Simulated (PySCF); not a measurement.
Working out the ionisation energy of O

O [He] 2s2 2p4 (3P) → O⁺ [He] 2s2 2p3 (4S). Computed with PySCF 2.14 in aug-cc-pVTZ with one added diffuse shell each of s, p, d, f type (6s5p4d3f, 62 functions), with no relativity, point nucleus. Frozen: 1s2. Energies in hartree (1 hartree = 27.21139 eV):

| part | O (lower) | O⁺ (upper) |
| --- | --- | --- |
| UHF | -74.813007 | -74.370841 |
| CCSD correlation | -0.162659 | -0.113466 |
| (T) | -0.003441 | -0.001673 |

Problem. What does Hartree-Fock give?

Solution. (-74.370841) − (-74.813007) = 0.442166 hartree = 12.032 eV.

Problem. What do CCSD and CCSD(T) give?

Solution. The CCSD correlation energies differ by 0.049193 hartree = 1.339 eV and the triples by 0.001768 hartree = 0.048 eV, so CCSD gives 13.371 eV and CCSD(T) 13.419 eV.

Measured between the centres of the two terms (NIST): 13.608 eV, so CCSD(T) (valence) is off by -0.189 eV.

What remains against the reference includes basis incompleteness, the frozen core and higher excitations.
